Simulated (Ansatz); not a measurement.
# C2Cl4: a ladder of functionals and wavefunction methods

One table from this session's results is given with a row withheld; the runs are named, their logs left out.

Program: Ansatz 0.2.0, Gaussian basis. Level of theory: functionals in def2-TZVPP, the program's frozen cores in correlated methods. These are calculated values, not measurements.

Plan: LDA (SPW92), PBE-D4, revPBE-D4, BLYP-D4, r2SCAN-D4, B97M-V, PBE0-D4, B3LYP-D4, r2SCANh-D4, r2SCAN0-D4, HSE06-D4, BHLYP-D4, CAM-B3LYP-D4, LC-ωPBE, ωB97X-V, ωB97M-V, B2PLYP, PBE-QIDH; CCSD(T)/def2-SVP; CCSD(T)/def2-TZVPP; CCSD(T)/def2-QZVPP; extrapolation to the limit; RPA on PBE.

## The relaxed structure

An earlier PBE0-D4 in a triple-zeta def2 set relaxation fixed the geometry.

6 atoms, charge 0, spin multiplicity 1.

Atoms are counted from 1 here; the program's logs count them from 0.

Bond lengths: C1–C2 1.339 Å, C1–Cl3 1.703 Å, C1–Cl4 1.703 Å, C2–Cl5 1.703 Å, C2–Cl6 1.703 Å. Angles: C2–C1–Cl3 122.2°, C2–C1–Cl4 122.2°, Cl3–C1–Cl4 115.6°, C1–C2–Cl5 122.2°, C1–C2–Cl6 122.2°, Cl5–C2–Cl6 115.6°.

The first run:

in.yaml reads:

```yaml
crystal:
  periodic: [false, false, false]
  atoms:
    - {symbol: C, position_ang: [-0.000000, -0.000000, 0.669471]}
    - {symbol: C, position_ang: [-0.000000, 0.000000, -0.669471]}
    - {symbol: Cl, position_ang: [0.000000, 1.441213, 1.577053]}
    - {symbol: Cl, position_ang: [0.000000, -1.441213, 1.577053]}
    - {symbol: Cl, position_ang: [0.000000, -1.441213, -1.577053]}
    - {symbol: Cl, position_ang: [0.000000, 1.441213, -1.577053]}
basis:
  gaussian: {orbitals: def2-TZVPP}
hamiltonian: {xc: lda}
output: {orbitals: {seedname: orbitals}}
```

Started as:

```console
$ ansatz run in.yaml --threads 2 --pin off --events-out ev --progress --plain --max-ram 32768MiB --backend cpu
```

Among the steps run: LDA; PBE-D4 (GGA); revPBE-D4 (GGA); BLYP-D4 (GGA); r2SCAN-D4 (meta-GGA); B97M-V (meta-GGA); PBE0-D4 (hybrid); B3LYP-D4 (hybrid); r2SCANh-D4 (hybrid); r2SCAN0-D4 (hybrid); HSE06-D4 (hybrid); BHLYP-D4 (hybrid); CAM-B3LYP-D4 (range-separated); LC-ωPBE (range-separated); ωB97X-V (range-separated); ωB97M-V (range-separated); B2PLYP (double hybrid); PBE-QIDH (double hybrid).

One table of the session follows, with a row left open; its other results are not shown here.

It belongs to the step «Frontier levels by functional». 

```
  functional  HOMO (eV)  gap (eV)
 LDA (SPW92)      -6.27      4.14
      PBE-D4          ?         ?
   revPBE-D4      -6.02      4.21
     BLYP-D4      -5.93      4.19
   r2SCAN-D4      -6.34      4.54
      B97M-V      -6.38      4.72
     PBE0-D4      -7.27      6.23
    B3LYP-D4      -7.04      5.81
  r2SCANh-D4      -6.77      5.29
  r2SCAN0-D4      -7.42      6.44
    HSE06-D4      -6.87      5.45
    BHLYP-D4      -8.29      8.32
CAM-B3LYP-D4      -8.54      8.62
     LC-ωPBE      -9.87     10.98
     ωB97X-V      -9.50     10.61
     ωB97M-V      -9.35     10.44
```

Estimate the missing values for PBE-D4.

As computed: HOMO (eV): -6.09; gap (eV): 4.19. In the column «HOMO (eV)» it lies between LDA (SPW92) (-6.27) and revPBE-D4 (-6.02).
